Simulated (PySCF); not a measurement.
A GIAO shielding run with PySCF 2.14.0 with density-fitted response routines (density fitting, non-relativistic, gas phase) on SMILES FBCl, BClFH:

```
{"job": {"kind": "nmr", "xc": "PBE0", "basis": "cc-pVDZ", "pop": true}, "charge": 0, "multiplicity": 1}
F     -0.711379    -0.194071     0.104928
B      0.201288     0.746224     0.103877
Cl     1.882075     0.281200     0.112322
H     -0.126159     1.902452     0.097111
```

Hardware: 1 thread of an x86-64 server CPU, shared host. The job also computes population analyses, field gradients.

(1) How large is the calculation?

(2) How long does it take?

(3) And these other runs on the same molecule and hardware: GIAO shielding at B97-2/pcSseg-2; GIAO shielding at BHandHLYP/pcSseg-2; GIAO shielding at CAM-B3LYP/pcSseg-2; GIAO shielding at LC-wPBE/pcSseg-2; GIAO shielding at PBE0/6-311+G(2d,p); GIAO shielding at PBE0/6-31G?

Results:

(1) 32 electrons, 51 basis functions and 317 auxiliary functions.

(2) 2.5 s of wall time, with 12 SCF cycles and 5 response iterations. Times on a shared host scatter by some tens of per cent.

(3) B97-2/pcSseg-2: 129 functions, 2.7 s; BHandHLYP/pcSseg-2: 129 functions, 2.5 s; CAM-B3LYP/pcSseg-2: 129 functions, 3.3 s; LC-wPBE/pcSseg-2: 129 functions, 4.4 s; PBE0/6-311+G(2d,p): 95 functions, 2.7 s; PBE0/6-31G: 33 functions, 1.1 s.
